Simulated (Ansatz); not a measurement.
# One shape, several levels: C4H10S (diethyl sulfide)

Wanted: a comparison of 6 runs (HF/STO-3G, B3LYP/6-31G*, PBE0/def2-SVP, wB97X/def2-SVPD, MP2/6-311+G**) of C4H10S (diethyl sulfide). 

The results are computed with Ansatz 0.2.0.

5 further runs of the same task are left out: 2 that didn't finish, 3 set aside as unsound or not needed.

### 1 The system as given

The species is C4H10S (15 atoms), meant as a singlet with charge 0. As SMILES, `CCSCC`. The shape is that of a PBE0-D4/def2-TZVP optimisation. This is one conformer, not always the lowest.

Bond lengths: C1–C2 1.515 Å, C2–S3 1.806 Å, S3–C4 1.806 Å, C4–C5 1.515 Å, C1–H6 1.092 Å, C1–H7 1.094 Å, C1–H8 1.092 Å, C2–H9 1.093 Å, C2–H10 1.093 Å, C4–H11 1.093 Å, C4–H12 1.093 Å, C5–H13 1.092 Å, C5–H14 1.092 Å, C5–H15 1.094 Å. Some angles: C1–C2–S3 114.8°, C2–S3–C4 102.2°, S3–C4–C5 114.8°, C1–C2–H9 110.6°, C1–C2–H10 111.2°, S3–C2–H9 103.6°, S3–C2–H10 109.5°, C2–C1–H6 110.9°, C2–C1–H7 110.4°, C2–C1–H8 111.6°.

### 2 Energy and gradient at HF/STO-3G (run 1)

molecule.yaml reads:

```yaml
basis:
  gaussian: {orbitals: STO-3G}
crystal:
  periodic: [false, false, false]
  atoms:
    - symbol: C
      position_ang: [-1.973500, 0.077200, -0.225200]
    - symbol: C
      position_ang: [-0.909300, -0.781100, -0.878900]
    - symbol: S
      position_ang: [0.234800, -1.576900, 0.269900]
    - symbol: C
      position_ang: [1.046600, -0.160100, 1.041900]
    - symbol: C
      position_ang: [1.852100, 0.706000, 0.094600]
    - symbol: H
      position_ang: [-2.543000, -0.499300, 0.506200]
    - symbol: H
      position_ang: [-2.666800, 0.464900, -0.977100]
    - symbol: H
      position_ang: [-1.537200, 0.936200, 0.289400]
    - symbol: H
      position_ang: [-1.365700, -1.620400, -1.409900]
    - symbol: H
      position_ang: [-0.344200, -0.212900, -1.622000]
    - symbol: H
      position_ang: [0.307100, 0.431800, 1.587200]
    - symbol: H
      position_ang: [1.697200, -0.614700, 1.793500]
    - symbol: H
      position_ang: [2.597900, 0.111800, -0.436800]
    - symbol: H
      position_ang: [1.214400, 1.189000, -0.649100]
    - symbol: H
      position_ang: [2.367900, 1.497700, 0.645600]
hamiltonian: {xc: hf}
accuracy: high
output: {forces: true, orbitals: {seedname: orbitals}}
```

Command:

```
$ ansatz run molecule.yaml --threads 1 --pin off --max-ram 2610MiB --events-out events.jsonl --progress --plain --runs-dir runs
```

What it wrote, shortened:

```text
Warning: RAYON_NUM_THREADS=1 ignored (pool sized by the plan → 1); use --threads N
Functional definition: HF
  name "HF"
[...]
857 factors; integrals over basis functions are off by at most 6.6e-9 eV
[...]
mean field -14929.19300260 eV, -548.6377234752 hartree, gradient 9.2e-8 eV, S^2 0.000000; 0 other end points of the search recorded, 0 dependent functions left out
[...]
reference -14929.19300260 eV, -548.6377234752 hartree; 25, 25 occupied and 14, 14 virtual orbitals, 857 factors
Total energy: -14929.19300260 eV, -548.6377234752 hartree
Atom 0 at    -1.973500     0.077200    -0.225200 Å, force    -0.959474     0.843698     0.350378 eV/Å
Atom 1 at    -0.909300    -0.781100    -0.878900 Å, force     1.153579    -0.911485    -0.481517 eV/Å
Atom 2 at     0.234800    -1.576900     0.269900 Å, force     0.029119    -0.181951     0.032433 eV/Å
Atom 3 at     1.046600    -0.160100     1.041900 Å, force    -0.868761    -0.998913     0.810705 eV/Å
Atom 4 at     1.852100     0.706000     0.094600 Å, force     0.696434     0.924824    -0.652304 eV/Å
Atom 5 at    -2.543000    -0.499300     0.506200 Å, force     0.096095     0.144346    -0.194933 eV/Å
Atom 6 at    -2.666800     0.464900    -0.977100 Å, force     0.148095    -0.141323     0.241225 eV/Å
Atom 7 at    -1.537200     0.936200     0.289400 Å, force    -0.110134    -0.248907    -0.152042 eV/Å
Atom 8 at    -1.365700    -1.620400    -1.409900 Å, force    -0.113049     0.343972     0.040278 eV/Å
Atom 9 at    -0.344200    -0.212900    -1.622000 Å, force    -0.316280     0.035937     0.105890 eV/Å
Atom 10 at     0.307100     0.431800     1.587200 Å, force     0.300499     0.086651    -0.128585 eV/Å
Atom 11 at     1.697200    -0.614700     1.793500 Å, force     0.009239     0.330620    -0.156556 eV/Å
Atom 12 at     2.597900     0.111800    -0.436800 Å, force    -0.144152     0.165970     0.142211 eV/Å
Atom 13 at     1.214400     1.189000    -0.649100 Å, force     0.169525    -0.143553     0.218082 eV/Å
Atom 14 at     2.367900     1.497700     0.645600 Å, force    -0.090737    -0.249886    -0.175265 eV/Å
Dipole moment:    -0.028731     0.191271    -0.032582 e Å
```

Run time: 5.4 s. Hardware: 1 thread of Intel Xeon at 2.50GHz (Skylake/Cascade Lake), shared host; peak memory 0.1 GiB.

### 3 Energy and gradient at B3LYP/6-31G(d) (spherical functions) (run 2)

job.yaml reads:

```yaml
basis:
  gaussian:
    orbitals: 6-31G_st_-spherical.json
crystal:
  periodic: [false, false, false]
  atoms:
    - {symbol: C, position_ang: [-1.973500, 0.077200, -0.225200]}
    - {symbol: C, position_ang: [-0.909300, -0.781100, -0.878900]}
    - {symbol: S, position_ang: [0.234800, -1.576900, 0.269900]}
    - {symbol: C, position_ang: [1.046600, -0.160100, 1.041900]}
    - {symbol: C, position_ang: [1.852100, 0.706000, 0.094600]}
    - {symbol: H, position_ang: [-2.543000, -0.499300, 0.506200]}
    - {symbol: H, position_ang: [-2.666800, 0.464900, -0.977100]}
    - {symbol: H, position_ang: [-1.537200, 0.936200, 0.289400]}
    - {symbol: H, position_ang: [-1.365700, -1.620400, -1.409900]}
    - {symbol: H, position_ang: [-0.344200, -0.212900, -1.622000]}
    - {symbol: H, position_ang: [0.307100, 0.431800, 1.587200]}
    - {symbol: H, position_ang: [1.697200, -0.614700, 1.793500]}
    - {symbol: H, position_ang: [2.597900, 0.111800, -0.436800]}
    - {symbol: H, position_ang: [1.214400, 1.189000, -0.649100]}
    - {symbol: H, position_ang: [2.367900, 1.497700, 0.645600]}
accuracy: high
output: {forces: true, orbitals: {seedname: orbitals}}
hamiltonian:
  xc: {name: B3LYP}
```

The basis set 6-31G* is read from a file made from the Basis Set Exchange's data (not shown).

Command:

```
$ ansatz run job.yaml --threads 1 --pin off --max-ram 2610MiB --events-out events.jsonl --progress --plain --runs-dir runs
```

What it wrote, shortened:

```text
Warning: RAYON_NUM_THREADS=1 ignored (pool sized by the plan → 1); use --threads N
Functional definition: B3LYP
  name "B3LYP"
[...]
2408 factors; integrals over basis functions are off by at most 3.3e-9 eV
[...]
mean field -15146.81928300 eV, -556.6353417673 hartree, gradient 7.2e-8 eV, S^2 0.000000; 0 other end points of the search recorded, 0 dependent functions left out
[...]
reference -15146.81932235 eV, -556.6353432136 hartree; 25, 25 occupied and 69, 69 virtual orbitals, 2408 factors
Total energy: -15146.81932235 eV, -556.6353432136 hartree
Atom 0 at    -1.973500     0.077200    -0.225200 Å, force    -0.195697     0.140855     0.063161 eV/Å
Atom 1 at    -0.909300    -0.781100    -0.878900 Å, force    -0.101784    -0.010651    -0.383554 eV/Å
Atom 2 at     0.234800    -1.576900     0.269900 Å, force     0.115744    -0.762638     0.130852 eV/Å
[...]
Atom 5 at    -2.543000    -0.499300     0.506200 Å, force    -0.077940    -0.043083     0.072858 eV/Å
Atom 6 at    -2.666800     0.464900    -0.977100 Å, force    -0.088135     0.048927    -0.073121 eV/Å
Atom 7 at    -1.537200     0.936200     0.289400 Å, force     0.019753     0.096674     0.056947 eV/Å
Atom 8 at    -1.365700    -1.620400    -1.409900 Å, force    -0.069240    -0.046541    -0.077110 eV/Å
Atom 9 at    -0.344200    -0.212900    -1.622000 Å, force     0.012474     0.066307    -0.094367 eV/Å
Atom 10 at     0.307100     0.431800     1.587200 Å, force    -0.033334     0.085405     0.067033 eV/Å
Atom 11 at     1.697200    -0.614700     1.793500 Å, force     0.073723     0.003669     0.083407 eV/Å
Atom 12 at     2.597900     0.111800    -0.436800 Å, force     0.089468    -0.040077    -0.058443 eV/Å
Atom 13 at     1.214400     1.189000    -0.649100 Å, force    -0.043379     0.063195    -0.084919 eV/Å
Atom 14 at     2.367900     1.497700     0.645600 Å, force     0.065892     0.091653     0.048663 eV/Å
Dipole moment:    -0.053470     0.355900    -0.060634 e Å
```

Wall time 42 s (1 thread of Intel Xeon at 2.50GHz (Skylake/Cascade Lake), shared host); peak memory 0.39 GiB.

Run 3 isn't shown in full; the table further down has it.

### 4 Energy and forces at PBE0/def2-SVP (run 4)

run.yaml reads:

```yaml
crystal:
  periodic: [false, false, false]
  atoms:
    - symbol: C
      position_ang: [-1.973500, 0.077200, -0.225200]
    - symbol: C
      position_ang: [-0.909300, -0.781100, -0.878900]
    - symbol: S
      position_ang: [0.234800, -1.576900, 0.269900]
    - symbol: C
      position_ang: [1.046600, -0.160100, 1.041900]
    - symbol: C
      position_ang: [1.852100, 0.706000, 0.094600]
    - symbol: H
      position_ang: [-2.543000, -0.499300, 0.506200]
    - symbol: H
      position_ang: [-2.666800, 0.464900, -0.977100]
    - symbol: H
      position_ang: [-1.537200, 0.936200, 0.289400]
    - symbol: H
      position_ang: [-1.365700, -1.620400, -1.409900]
    - symbol: H
      position_ang: [-0.344200, -0.212900, -1.622000]
    - symbol: H
      position_ang: [0.307100, 0.431800, 1.587200]
    - symbol: H
      position_ang: [1.697200, -0.614700, 1.793500]
    - symbol: H
      position_ang: [2.597900, 0.111800, -0.436800]
    - symbol: H
      position_ang: [1.214400, 1.189000, -0.649100]
    - symbol: H
      position_ang: [2.367900, 1.497700, 0.645600]
basis:
  gaussian:
    orbitals: def2-SVP
total_charge: 0
hamiltonian:
  xc: pbe0
magnetization:
  spin_polarized: false
output:
  forces: true
  orbitals: {seedname: orbitals}
accuracy: high
```

Command:

```
$ ansatz run run.yaml --threads 1 --pin off --max-ram 2610MiB --events-out events.jsonl --progress --plain --runs-dir runs
```

What it wrote, shortened:

```text
Warning: RAYON_NUM_THREADS=1 ignored (pool sized by the plan → 1); use --threads N
Functional definition: PBE0
  name "PBE0"
[...]
3100 factors; integrals over basis functions are off by at most 1.1e-8 eV
[...]
mean field -15131.22722492 eV, -556.0623442018 hartree, gradient 9.5e-8 eV, S^2 0.000000; 0 other end points of the search recorded, 0 dependent functions left out
[...]
reference -15131.22722765 eV, -556.0623443021 hartree; 25, 25 occupied and 99, 99 virtual orbitals, 3100 factors
Total energy: -15131.22722765 eV, -556.0623443021 hartree
Atom 0 at    -1.973500     0.077200    -0.225200 Å, force     0.141801    -0.132838    -0.150011 eV/Å
Atom 1 at    -0.909300    -0.781100    -0.878900 Å, force    -0.115812     0.112295     0.241570 eV/Å
Atom 2 at     0.234800    -1.576900     0.269900 Å, force     0.046609    -0.302569     0.052486 eV/Å
[...]
Atom 5 at    -2.543000    -0.499300     0.506200 Å, force    -0.157874    -0.153136     0.202870 eV/Å
Atom 6 at    -2.666800     0.464900    -0.977100 Å, force    -0.190139     0.109932    -0.180398 eV/Å
Atom 7 at    -1.537200     0.936200     0.289400 Å, force     0.100327     0.238698     0.141438 eV/Å
Atom 8 at    -1.365700    -1.620400    -1.409900 Å, force    -0.108446    -0.221938    -0.157873 eV/Å
Atom 9 at    -0.344200    -0.212900    -1.622000 Å, force     0.148898     0.155280    -0.240680 eV/Å
Atom 10 at     0.307100     0.431800     1.587200 Å, force    -0.196427     0.174038     0.182959 eV/Å
Atom 11 at     1.697200    -0.614700     1.793500 Å, force     0.157356    -0.117109     0.214559 eV/Å
Atom 12 at     2.597900     0.111800    -0.436800 Å, force     0.203829    -0.158547    -0.149404 eV/Å
Atom 13 at     1.214400     1.189000    -0.649100 Å, force    -0.156949     0.140845    -0.206878 eV/Å
Atom 14 at     2.367900     1.497700     0.645600 Å, force     0.140773     0.210564     0.125207 eV/Å
Dipole moment:    -0.049975     0.332667    -0.056679 e Å
```

Run time: 54 s. Hardware: 1 thread of Intel Xeon at 2.50GHz (Skylake/Cascade Lake), shared host; peak memory 0.57 GiB.

Run 5 isn't shown in full; the table further down has it.

### 5 Energy and forces at MP2/6-311+G(d,p) (run 6)

in.yaml reads:

```yaml
crystal:
  periodic: [false, false, false]
  atoms:
    - symbol: C
      position_ang: [-1.973500, 0.077200, -0.225200]
    - symbol: C
      position_ang: [-0.909300, -0.781100, -0.878900]
    - symbol: S
      position_ang: [0.234800, -1.576900, 0.269900]
    - symbol: C
      position_ang: [1.046600, -0.160100, 1.041900]
    - symbol: C
      position_ang: [1.852100, 0.706000, 0.094600]
    - symbol: H
      position_ang: [-2.543000, -0.499300, 0.506200]
    - symbol: H
      position_ang: [-2.666800, 0.464900, -0.977100]
    - symbol: H
      position_ang: [-1.537200, 0.936200, 0.289400]
    - symbol: H
      position_ang: [-1.365700, -1.620400, -1.409900]
    - symbol: H
      position_ang: [-0.344200, -0.212900, -1.622000]
    - symbol: H
      position_ang: [0.307100, 0.431800, 1.587200]
    - symbol: H
      position_ang: [1.697200, -0.614700, 1.793500]
    - symbol: H
      position_ang: [2.597900, 0.111800, -0.436800]
    - symbol: H
      position_ang: [1.214400, 1.189000, -0.649100]
    - symbol: H
      position_ang: [2.367900, 1.497700, 0.645600]
basis:
  gaussian: {orbitals: 6-311+G_st__st_-spherical.json}
accuracy: high
correlation: {method: mp2, frozen_orbitals: {C: 1, H: 0, S: 5}}
output: {forces: true, orbitals: {seedname: orbitals}}
```

The basis set 6-311+G** is read from a file made from the Basis Set Exchange's data (not shown).

Command:

```
$ ansatz run in.yaml --threads 1 --pin off --max-ram 2610MiB --events-out events.jsonl --progress --plain --runs-dir runs
```

What it wrote, shortened:

```text
Warning: RAYON_NUM_THREADS=1 ignored (pool sized by the plan → 1); use --threads N
[... 2 set-up lines as earlier in the session ...]
[...]
3540 factors; integrals over basis functions are off by at most 1.3e-8 eV
[...]
mean field -15098.77324000 eV, -554.8696822540 hartree, gradient 1.3e-8 eV, S^2 0.000000; 0 other end points of the search recorded, 0 dependent functions left out
9 core orbitals not correlated: weight in the atoms' cores, before any rotation towards them, 1.000 or more for the frozen orbitals, at most 0.000 for the correlated occupied ones
reference -15098.77324000 eV, -554.8696822540 hartree; 16, 16 occupied and 153, 153 virtual orbitals, 3540 factors
second order -20.56835880 eV of doubles, -0.00000000 eV of singles
[...]
Total energy: -15119.34159881 eV, -555.6255554983 hartree
Atom 0 at    -1.973500     0.077200    -0.225200 Å, force    -0.143161     0.145120     0.107148 eV/Å
[...]
Atom 5 at    -2.543000    -0.499300     0.506200 Å, force    -0.027206    -0.037796     0.033602 eV/Å
Atom 6 at    -2.666800     0.464900    -0.977100 Å, force    -0.029352     0.005915    -0.043002 eV/Å
Atom 7 at    -1.537200     0.936200     0.289400 Å, force     0.030608     0.029336     0.029894 eV/Å
Atom 8 at    -1.365700    -1.620400    -1.409900 Å, force    -0.061522    -0.018741    -0.028070 eV/Å
Atom 9 at    -0.344200    -0.212900    -1.622000 Å, force    -0.010916     0.043316    -0.051519 eV/Å
Atom 10 at     0.307100     0.431800     1.587200 Å, force    -0.002297     0.057453     0.032866 eV/Å
Atom 11 at     1.697200    -0.614700     1.793500 Å, force     0.060778     0.010647     0.028426 eV/Å
Atom 12 at     2.597900     0.111800    -0.436800 Å, force     0.037460    -0.037067    -0.020603 eV/Å
Atom 13 at     1.214400     1.189000    -0.649100 Å, force    -0.035875     0.008182    -0.036997 eV/Å
Atom 14 at     2.367900     1.497700     0.645600 Å, force     0.023393     0.026280     0.036984 eV/Å
Dipole moment:    -0.051905     0.345495    -0.058860 e Å
```

It took 2.2 min on 1 thread of Intel Xeon at 2.50GHz (Skylake/Cascade Lake), shared host; peak memory 0.97 GiB.

### 6 The series

| run | level | Cartesian functions | frozen core orbitals | energy (Eh) | dipole moment (D) | HOMO energy (eV) | LUMO energy (eV) | wall time |
| --- | --- | --- | --- | --- | --- | --- | --- | --- |
| 1 | HF/STO-3G | no | – | -548.637723 | 0.94 | -6.55 | 12.57 | 5.4 s |
| 2 | B3LYP/6-31G* (spherical functions) | no | – | -556.635343 | 1.75 | -5.82 | 1.52 | 42 s |
| 3 | B3LYP/6-31G* (Cartesian functions) | yes | – | -556.640950 | 1.75 | -5.82 | 1.52 | 42 s |
| 4 | PBE0/def2-SVP | no | – | -556.062344 | 1.64 | -6.10 | 1.56 | 54 s |
| 5 | wB97X/def2-SVPD | no | – | -556.370926 | 1.82 | -8.63 | 2.44 | 4.1 min |
| 6 | MP2/6-311+G** | no | 9 | -555.625555 | 1.70 | -9.05 | 1.84 | 2.2 min |

### 7 Results

```
                                          quantity          value
                               run 6: total energy  -555.62556 Eh
         run 6: dipole moment (correlated density)         1.70 D
        run 6: HOMO energy (Hartree–Fock orbitals)       -9.05 eV
        run 6: LUMO energy (Hartree–Fock orbitals)        1.84 eV
      run 6: HOMO–LUMO gap (Hartree–Fock orbitals)       10.89 eV
run 6: correlation energy (9 core orbitals frozen)     -755.9 mEh
                   run 6: largest force on an atom     0.268 eV/Å
```

The dipole moment (its size) runs from 0.94 D (HF/STO-3G) to 1.82 D (wB97X/def2-SVPD). The two ends differ in method and basis. Over runs 1, 2, 3, 4, 5 the HOMO–LUMO gap runs from 7.34 eV (B3LYP/6-31G*) to 19.13 eV (HF/STO-3G). Totals of different functionals can't be ranked against each other. In run 1 the basis is minimal, so the values are rough. All runs together took 8.7 min, the longest 4.1 min.
